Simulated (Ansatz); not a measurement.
Input for Ansatz (development build ahead of 0.2.0):

```yaml
crystal:
  periodic: [false, false, false]
  atoms:
    - { symbol: O, position_ang: [0.0, 0.21051, -1.474] }
    - { symbol: P, position_ang: [0.0, -0.42103, 0.0] }
    - { symbol: O, position_ang: [0.0, 0.21051, 1.474] }
basis:
  gaussian: { orbitals: def2-SVP }
magnetization:
  spin_polarized: true
  initial_magnetization: 1
hamiltonian:
  xc: hf
correlation:
  method: mp2
  frozen_orbitals: { O: 1, P: 5 }
```

The input is written out in the form of the current development build from the run's settings.

The run gave:

* Converged: yes
* Reference energy: -490.14776 hartree
* Correlation energy: -0.47138 hartree
* Total energy: -490.61914 hartree
* Spin squared of the determinant: 0.911
* Stability test: minimum

Messages of the program:
```
mean field -13337.59992752 eV, -490.1477567865 hartree, gradient 2.5e-6 eV, S^2 0.911132; 17 other ends of a descent, 0 dependent functions left out
```

Caution: the unrestricted determinant is spin contaminated; the determinant may break the point group.
